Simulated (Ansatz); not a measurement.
# SiH4+ (doublet): the correlation ladder at scale of all distances = 2.432, 6-31G

How much of the correlation energy of SiH4+ (doublet) does each wave-function method recover here?

Program: Ansatz 0.2.0, Gaussian basis. Level of theory: 6-31G, core rule «outside noble gas», up to 5 orbitals frozen. These are calculated values, not measurements.

Plan: UHF; CCSD(T) on ROHF; CCSD(T) on UHF; BCCD(T) on ROHF; CISD; CCSDT(Q) on ROHF; CCSDT(Q) on UHF; CISDTQ; CCSDTQ on UHF; CASSCF and MRCISD+Q, 3 electrons in 3 orbitals; CASSCF and NEVPT2, 3 electrons in 3 orbitals; CASSCF and MRCISD+Q, 7 electrons in 8 orbitals; CASSCF and NEVPT2, 7 electrons in 8 orbitals; Full CI.

18 further runs of the same task are left out: 15 that didn't finish, 3 set aside as unsound or not needed.

## 1. The system

The geometry derives from a PBE0/def2-TZVP stationary point (not a proven minimum). All distances are scaled together.

5 atoms, charge 1, spin multiplicity 2.

Atoms are counted from 1 here; the program's logs count them from 0.

No contacts short enough for the rule that draws bonds.

Coordinates:

```xyz
5

Si    0.0000    0.0000    0.0000
H    -0.0272    2.6530    2.6358
H    -0.0410   -2.6359    2.6527
H     0.0410    2.6359   -2.6527
H     0.0272   -2.6530   -2.6358
```

## 2. UHF

File in.yaml:

```yaml
crystal:
  periodic: [false, false, false]
  atoms:
    - {symbol: Si, position_ang: [0.000000, 0.000000, 0.000000]}
    - {symbol: H, position_ang: [-0.027156, 2.652969, 2.635751]}
    - {symbol: H, position_ang: [-0.040962, -2.635873, 2.652670]}
    - {symbol: H, position_ang: [0.040962, 2.635873, -2.652670]}
    - {symbol: H, position_ang: [0.027156, -2.652969, -2.635751]}
basis:
  gaussian: {orbitals: 6-31G}
total_charge: 1
magnetization: {spin_polarized: true, initial_magnetization: 1}
hamiltonian: {xc: hf}
output: {orbitals: {seedname: orbitals}}
```

The run is started by

```sh
$ ansatz run in.yaml --threads 1 --pin off --events-out ev --progress --plain --max-ram 2393MiB
```

The runs that follow: CCSD(T) on ROHF; CCSD(T) on UHF; BCCD(T) on ROHF; CISD; CCSDT(Q) on ROHF; CCSDT(Q) on UHF; CISDTQ; CCSDTQ on UHF; CASSCF and MRCISD+Q, 3 electrons in 3 orbitals; CASSCF and NEVPT2, 3 electrons in 3 orbitals; CASSCF and MRCISD+Q, 7 electrons in 8 orbitals; CASSCF and NEVPT2, 7 electrons in 8 orbitals; Full CI.

Q: Predict the results of all the runs planned. Wanted: FCI below the RHF energy; RMP2 from FCI; UMP2 from FCI; RCCSD from FCI; RCCSD(T) from FCI; UCCSD(T) from FCI; RCCSDT(Q) from FCI; UCCSDT(Q) from FCI; T1 diagnostic.

**Answer**, as computed:

| quantity | value |
| --- | --- |
| FCI below the RHF energy | -10.3510 eV |
| RMP2 from FCI | +394.0 kJ/mol |
| UMP2 from FCI | +36.6 kJ/mol |
| RCCSD from FCI | -177.9 kJ/mol |
| RCCSD(T) from FCI | -440.8 kJ/mol |
| UCCSD(T) from FCI | +1.0 kJ/mol |
| RCCSDT(Q) from FCI | +771.8 kJ/mol |
| UCCSDT(Q) from FCI | +0.1 kJ/mol |
| levels within 1 kcal/mol (43 meV) | UCCSD, UCCSD(T), UCCSDT, UCCSDT(Q), UCCSDTQ |
| T1 diagnostic | 0.197 |
| effectively unpaired electrons | 4.85 |

What this shows: RCCSD(T) lands -440.8 kJ/mol from the yardstick (44.1 % of the correlation energy). CCSD(T) misses by -440.8 kJ/mol on the restricted determinant and by +1.0 kJ/mol on the unrestricted one; the two need not hold the same state or core. RCCSD, RCCSD(T), BCCD(T), RCCSDT fall below full CI, which methods that aren't variational can do. With 4.8 effectively unpaired electrons against 1 the state is strongly multireference. These misses are within one basis, not against nature; the frozen cores of restricted and unrestricted runs differ, which can shift their rows.
